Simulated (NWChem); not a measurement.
ethanethiol (C2H6S); SMILES SCC

```xyz
9

C      0.3590    -1.6363    -0.0494
C     -0.6390    -0.4984     0.0396
S      0.1001     1.1635    -0.0599
H     -0.1581    -2.6097    -0.0422
H      1.0567    -1.6228     0.8026
H      0.9557    -1.5671    -0.9710
H     -1.3413    -0.5260    -0.8085
H     -1.2502    -0.5675     0.9528
H      0.8163     1.0856     1.0830
```
Atoms are numbered in this order, from 1.

Program: NWChem. The geometry was optimised at PBE0/def2-SVP.

Task: What does the run give for PBE/def2-TZVPD? Quantities: highest occupied level (eV); orbital gap (eV); dipole (D).

Result: 
| Item | Value |
|---|---|
| highest occupied level (eV) | -5.59 |
| orbital gap (eV) | 4.85 |
| dipole (D) | 1.65 |
